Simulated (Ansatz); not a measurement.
# C₂H₇S₂ radical: energies up the ladder

An exercise on one series of results from a longer session: the logs are not shown, and one member is left open.

Computed with Ansatz 0.2.0 (the levels named in each step, unless a step's input says otherwise).

## The structure to begin with

Bond lengths: C1–S2 1.816 Å, C3–S4 1.795 Å, C1–H5 1.085 Å, C1–H6 1.086 Å, C1–H7 1.085 Å, S2–H8 1.350 Å, C3–H9 1.087 Å, C3–H10 1.087 Å, C3–H11 1.087 Å. Angles: C1–S2–H8 95.5°, S2–C1–H5 109.2°, S2–C1–H6 109.3°, S2–C1–H7 107.0°, H5–C1–H6 110.6°, H5–C1–H7 110.4°, H6–C1–H7 110.3°, S4–C3–H9 109.2°, S4–C3–H10 108.6°, S4–C3–H11 108.6°, H9–C3–H10 110.1°, H9–C3–H11 110.2°, H10–C3–H11 110.1°.

As a file:

```xyz
11

C     1.5225   -2.1120    0.4621
S     1.7893   -0.3953   -0.0667
C    -1.7237    2.1556   -0.2580
S    -1.7056    0.3750   -0.0310
H     0.9563   -2.1168    1.3880
H     0.9875   -2.6482   -0.3154
H     2.5021   -2.5518    0.6162
H     0.4797   -0.0686   -0.1083
H    -0.7137    2.4998   -0.4632
H    -2.0990    2.6176    0.6515
H    -2.3769    2.3919   -1.0938
```

The first run:

The input, input.yaml:

```yaml
crystal:
  periodic: [false, false, false]
  atoms:
    - { symbol: C, position_ang: [1.5225, -2.11195, 0.46214] }
    - { symbol: S, position_ang: [1.78929, -0.39526, -0.06668] }
    - { symbol: C, position_ang: [-1.7237, 2.15563, -0.25795] }
    - { symbol: S, position_ang: [-1.70563, 0.37501, -0.03102] }
    - { symbol: H, position_ang: [0.95631, -2.11679, 1.38795] }
    - { symbol: H, position_ang: [0.98751, -2.64817, -0.31541] }
    - { symbol: H, position_ang: [2.50206, -2.55182, 0.61621] }
    - { symbol: H, position_ang: [0.47973, -0.06864, -0.10826] }
    - { symbol: H, position_ang: [-0.71369, 2.49983, -0.46319] }
    - { symbol: H, position_ang: [-2.09903, 2.61763, 0.65147] }
    - { symbol: H, position_ang: [-2.37691, 2.39191, -1.09379] }
magnetization:
  spin_polarized: true
  initial_magnetization: 1
basis:
  gaussian: { orbitals: def2-SVPD }
hamiltonian:
  xc: pbe
  dispersion: d4
relax:
  f_tol: 0.03
  max_steps: 200
```

Command:

```sh
$ ansatz run input.yaml --threads 8 --pin off --max-ram 22528MiB --backend cpu --events-out ev --progress --plain --runs-dir out
```

Among the steps run: A rough first relaxation, PBE-D4/def2-SVPD; Relaxation, PBE0-D4/def2-TZVPPD; Frequencies, PBE0-D4/def2-TZVPPD; Single point, PBE-D4/def2-TZVPPD; Single point, r2SCAN-D4/def2-TZVPPD; Single point, B3LYP-D4/def2-TZVPPD; Single point, wB97M-V/def2-TZVPPD; Single point, B2PLYP/def2-TZVPPD; Single point, LDA/def2-TZVPPD; Single point, PBE0-D4/def2-SVPD; Single point, PBE-D4/def2-SVPD; The anion of multiplicity 1 at the same geometry, PBE0-D4/def2-TZVPPD; The anion of multiplicity 1 at the same geometry, PBE-D4/def2-TZVPPD; The anion of multiplicity 1 at the same geometry, r2SCAN-D4/def2-TZVPPD; The anion of multiplicity 1 at the same geometry, B3LYP-D4/def2-TZVPPD; The anion of multiplicity 1 at the same geometry, wB97M-V/def2-TZVPPD; The anion of multiplicity 1 at the same geometry, B2PLYP/def2-TZVPPD.

One of the session's tables, all rows but one given; the rest of the session is left out.

It belongs to the step «Vertical electron affinity». 

| level | vertical electron affinity (eV) |
| --- | --- |
| PBE-D4/def2-TZVPPD | 1.074 |
| r2SCAN-D4/def2-TZVPPD | 0.960 |
| B3LYP-D4/def2-TZVPPD | 1.130 |
| wB97M-V/def2-TZVPPD | ? |
| B2PLYP/def2-TZVPPD | 1.072 |

Q: Estimate the row for wB97M-V/def2-TZVPPD from the others.

**Answer.** vertical electron affinity (eV): 1.150. In the column «vertical electron affinity (eV)» it is the highest.
